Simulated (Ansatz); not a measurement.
Basis-set series for C2H3NS (`SC1C=N1`). Charge 0, multiplicity 1. All single points use the PBE0-D4/def2-TZVP geometry. It is one conformer, not always the lowest.

```json
{"functional": "PBE0-D4", "basis": "def2-SVP", "functions": "75", "energy (Eh)": "-530.35882", "HOMO (eV)": "-6.97", "LUMO (eV)": "-0.71"}
{"functional": "PBE0-D4", "basis": "def2-QZVPP", "functions": "331", "energy (Eh)": "-530.66579", "HOMO (eV)": "-7.15", "LUMO (eV)": "-1.05"}
{"functional": "ωB97M-V", "basis": "def2-SVP", "functions": "75", "energy (Eh)": "-530.57498", "HOMO (eV)": "-9.16", "LUMO (eV)": "1.73"}
{"functional": "ωB97M-V", "basis": "def2-QZVPP", "functions": "331", "energy (Eh)": "-530.88592", "HOMO (eV)": "-9.37", "LUMO (eV)": "1.14"}
```

(1) Give the rows for def2-TZVPP. (Best estimate.)

Answers

(1) Computed: 
```json
{"functional": "PBE0-D4", "basis": "def2-TZVPP", "functions": "177", "energy (Eh)": "-530.64630", "HOMO (eV)": "-7.11", "LUMO (eV)": "-0.97"}
{"functional": "ωB97M-V", "basis": "def2-TZVPP", "functions": "177", "energy (Eh)": "-530.86741", "HOMO (eV)": "-9.32", "LUMO (eV)": "1.32"}
```

Positive LUMOs are unbound and depend on the basis.
